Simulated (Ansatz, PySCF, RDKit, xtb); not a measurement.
# SiPH4O−: a search for the lowest isomer

Task: start from the formula SiPH4O− (charge -1), draw up candidate structures, narrow them down in stages, and characterise the one that lies lowest at 298.15 K.

Plan: many cheap relaxations first (GFN2-xTB), then density-functional screening, relaxation at BLYP-D3(BJ)/def2-SVPD, vibrations and a final energy. The numbers are computed, not measured.

7 further runs of the same task are left out: 7 set aside as unsound or not needed.

## 1. Possible bonding patterns

All bonding patterns within simple valence rules are listed by program: one Lewis structure each, at most two rings and one unusual centre or charged pair. O–O, O–halogen and N–halogen bonds and N–N–N chains are not drawn. That gives 10 candidates.

| label | SMILES | spin |
| --- | --- | --- |
| c062 | [O-][P@H][SiH3] | singlet |
| c064 | O[P@H][SiH2-] | singlet |
| c092 | [SiH3]O[PH-] | singlet |
| c111 | [SiH2-]OP | singlet |
| c390 | O[SiH-]P | singlet |
| c424 | O[SiH2][PH-] | singlet |
| c442 | O[P-][SiH3] | singlet |
| c865 | [O-][SiH2]P | singlet |
| c890 | [O-][P@H2+][SiH2-] | singlet |
| c953 | [O-][SiH-][P@H3+] | singlet |

Candidates are built by distance geometry, with a force field where one applies, in up to four conformers (letters a to d). 10 starts with atoms placed at random are added, to find patterns that the rules miss.

**Question.** With final energies at CCSD(T)/def2-SVPD + MP2/def2-TZVPPD - MP2/def2-SVPD, which structure will this search put lowest in free energy, and by what margin?

| quantity | value |
| --- | --- |
| lowest structure found | O[SiH2][PH-], singlet, C1 |
| next finalist | [O-][SiH2]P, singlet, 3.0 kcal/mol higher in G |
| share at equilibrium, among the finalists | 99.4 % |
| harmonic wavenumbers, lowest and highest (BLYP-D3(BJ)/def2-SVPD) | 193 and 3644 cm⁻¹ |
| rotational constants, same geometry | 0.5861, 0.1189, 0.1048 cm⁻¹ |
| HOMO energy (PBE0/def2-TZVPD) | -0.46 eV |
| LUMO energy (PBE0/def2-TZVPD) | 3.81 eV |
| HOMO–LUMO gap (to an unbound level, set by the basis) (PBE0/def2-TZVPD) | 4.28 eV |
| lowest excitation (TD-B3LYP/def2-SVPD) | 3.63 eV (f = 0.082) |
| lowest triplet excitation, same level, Tamm-Dancoff | 3.28 eV |
| vertical detachment energy | 2.29 eV |
| vertical triplet less singlet | +3.16 eV |

The lowest structure found is `O[SiH2][PH-]`. The margin, 3.0 kcal/mol, is modest. HF/STO-3G, r2SCAN-D4/def2-SVPD, BLYP-D3(BJ)/def2-SVPD, HF/def2-SVPD and MP2/def2-SVPD already put its bonding pattern lowest among the structures in one piece; GFN2-xTB favours the singlet [O][SiH2][PH2] ‡. A large T1 diagnostic among the finalists warns that one reference determinant may not suffice. It concerns: the finalist [O-][P@H][SiH3] (singlet). In an anion, excitations above the detachment energy lie in the continuum and hang on the basis, so they needn't be bound states. The search is not exhaustive (a finite list of starts, one conformer a finalist), so a lower isomer can't be ruled out. Patterns outside the rules of the enumeration were met only by chance.

‡ marks the bonded skeleton alone, with all bonds drawn single: no Lewis structure was assigned that passes a check against the bond lengths.
